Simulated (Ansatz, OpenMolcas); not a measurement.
BCl (SMILES [B]Cl): the energy, rung by rung

BCl has 2 atoms, charge 0, and is taken as a singlet. SMILES: `[B]Cl`. Geometry: relaxed at PBE0-D4/def2-TZVP.

| atom | x (Å) | y (Å) | z (Å) |
| --- | --- | --- | --- |
| B | 0.0000 | 0.0000 | -0.0697 |
| Cl | 0.0000 | 0.0000 | 1.6482 |

Each level gives the energy change with the B1–Cl2 bond stretched from 1.718 to 2.577 Å (eV). The values are calculated.

| level | kind | program | value (eV) | CPU time (all runs) |
| --- | --- | --- | --- | --- |
| BLYP/STO-3G (restricted) | GGA | Ansatz | 2.16 | 0.85 s |
| r2SCAN/STO-3G (restricted) | meta-GGA | OpenMolcas | 2.48 | 5.8 s |
| BHLYP/STO-3G (restricted) | global hybrid | Ansatz | 2.77 | 0.68 s |
| PBE0/STO-3G (restricted) | global hybrid | Ansatz | 2.66 | 0.65 s |
| MP2/STO-3G (restricted) | perturbation theory | Ansatz | 2.83 | 0.14 s |
| ACPF/STO-3G (restricted) | coupled cluster or CI | OpenMolcas | ? | 3.4 s |
| BCCD(T)/STO-3G (restricted) | coupled cluster or CI | Ansatz | ? | 0.36 s |
| CCSD(T)/STO-3G (restricted) | coupled cluster or CI | Ansatz | 2.58 | 0.26 s |
| FCI/STO-3G | exact in the basis | OpenMolcas | 2.55 | 3.9 s |

Q: Estimate the missing values from the other rows.

A: As computed at these levels: ACPF/STO-3G (restricted): 2.52 eV; BCCD(T)/STO-3G (restricted): 2.60 eV. The first shape isn't each level's own minimum. The values span 2.16 to 2.83 eV. All rows use very small basis sets, so even the best lies far from the true value. CPU times are rough (shared hosts, several kinds of processor): they show what a rung costs within a factor of a few.
